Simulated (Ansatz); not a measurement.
The cluster C₃. Charge 0, multiplicity 3. Geometry r2SCAN-D4/def2-TZVP, that of the charge +1 doublet; atoms count from 1.

```xyz
3

C     1.170    0.467   -0.270
C    -1.111   -0.573    0.142
C    -0.059    0.106    0.128
```

At PBE0-D4/def2-TZVP a singlet of charge 0 lies 1.94 eV below the triplet at the same geometry. The structure comes from a short search, and lower isomers may exist.

Q: Estimate the Mulliken populations from the PBE0/def2-TZVP orbitals of Ansatz.

A: 
| atom | charge (e) | spin (α − β) |
| --- | --- | --- |
| C1 | -0.08 | 0.66 |
| C2 | 0.10 | 1.62 |
| C3 | -0.02 | -0.29 |
Mulliken values and Mayer orders depend strongly on the basis.

Q: Where does the spin sit?

A: Summed by element: C 2.00, of 2 unpaired in all. Largest on single atoms: C2 1.62, C1 0.66, C3 -0.29.

Q: And the Mayer bond orders between bonded heavy atoms (over 0.3)?

A: C1–C3 1.54 (1.34 Å); C2–C3 2.18 (1.25 Å). Values over 0.3 also appear between atoms too far apart for a bond (C1–C2 0.42 at 2.54 Å); they arise where an orbital or an unpaired electron spreads over both atoms.
